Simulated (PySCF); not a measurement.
**Mg: ionisation energy**

Mg [Ne] 3s2 (1S) → Mg⁺ [Ne] 3s1 (2S), as a difference of total energies. Calculation: PySCF 2.14, in aug-cc-pCVTZ-DK (8s7p5d3f, 75 functions); the spin-free X2C one-electron Hamiltonian (Gaussian nucleus). Correlated levels: valence: [Ne] frozen. The calculations carry no spin-orbit coupling.

Problem. Order these methods by the ionisation energy they give, lowest first.
A. UHF
B. MP2 (valence)
C. SCS-MP2 (valence)
D. CCSD (valence)

Solution. A (6.616 eV), B (7.264 eV), C (7.394 eV), D (7.535 eV).

Errors of the correlated levels include the incompleteness of this basis and the frozen core.

With two correlated electrons CCSD is exact in that space.

For comparison: 7.646 eV (measured; NIST Atomic Spectra Database, ionization energies).
